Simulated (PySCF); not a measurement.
**C3H4, SMILES `C(=C)=C` (charge 0, multiplicity 1)**

Computed with PySCF 2.14.0 with PBE-D3(BJ)/def2-TZVP // PBE0-D3(BJ)/def2-TZVP.

```yaml
HOMO: -6.55 eV
dipole_moment: 0.00 D
HOMO–LUMO gap: 5.85 eV
LUMO: -0.70 eV
total_energy: -116.5426 Ha
cost: very roughly 13 core-seconds
```

```xyz
7

C      1.2992    -0.0142     0.0020
C      0.0000    -0.0001     0.0000
C     -1.2992     0.0141    -0.0020
H      1.8554    -0.5699    -0.7456
H      1.8649     0.5295     0.7514
H     -1.8692    -0.7281     0.5469
H     -1.8510     0.7687    -0.5527
```
Charge 0, spin multiplicity 1.
